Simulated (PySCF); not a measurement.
## CF from Hartree–Fock to correlated methods

State: ²Π (doublet), unpaired electrons π ↑. Set-up: basis C def2-TZVPPD, F def2-TZVPPD; no relativity; PySCF 2.14. De refers to C + F in their high-spin ground configurations, without counterpoise correction. The functionals are run spin-unrestricted. A positive dipole means C(−)F(+).

```
      Level  Re (Å)  ωe (cm⁻¹)  De (eV)  μ (D)  CPU s a point (SCF and correlation, without the integrals)
        UHF   1.254       1410     3.49   0.55                                                        0.48
    UHF-MP2   1.275       1321     5.81    n/a                                                        0.76
UHF-SCS-MP2   1.276       1314     5.63    n/a                                                         n/a
   UHF-CCSD   1.274       1330     5.34    n/a                                                         n/a
UHF-CCSD(T)   1.280       1300     5.54    n/a                                                          15
        PBE   1.287       1251     6.28   0.85                                                        0.61
     PBEsol   1.279       1283     6.66   0.92                                                         0.4
       BP86   1.289       1243     6.24   0.83                                                        0.41
       TPSS   1.291       1240     5.95   0.77                                                        0.87
     r²SCAN   1.278       1292     5.83   0.83                                                        0.82
      M06-L   1.271       1319     5.80   0.90                                                        0.84
      B3LYP   1.276       1294     5.79   0.75                                                        0.95
       PBE0   1.269       1334     5.83   0.80                                                         1.2
      HSE06   1.270       1327     5.80   0.79                                                         1.1
```

Task: Which functional lies closest to UHF-CCSD(T) in De, which farthest, and by how much do they differ from it?

Result: Closest is B3LYP (-0.4 pm in Re, -0.5 % in ωe, +0.25 eV in De against UHF-CCSD(T) in the same basis), farthest PBEsol (-0.1 pm in Re, -1.3 % in ωe, +1.12 eV in De). CCSD(T) converges more slowly with the basis than the functionals do and binds too weakly in this one, so the order can change at the basis-set limit.

Task: What does the step from GGA to meta-GGA do here, going from PBE to r²SCAN?

Result: r²SCAN less PBE: -0.9 pm in Re, +3.3 % in ωe, -0.45 eV in De. 

Task: What does second-order correlation do here, going from UHF to UHF-MP2?

Result: UHF-MP2 less UHF: +2.1 pm in Re, -6.3 % in ωe, +2.32 eV in De. Correlation nearly always deepens the well. The bond lengthens, as in strong covalent bonds, where excitations into antibonding orbitals dominate.

Correlated steps freeze 2 core orbitals. The state was picked by a PBE0 search and need not be the measured ground state.

The whole job (state search and all levels along the bond) took about 3.9 min on 1 thread of Intel Xeon Platinum 8488C (shared host), peak memory 2 GiB.
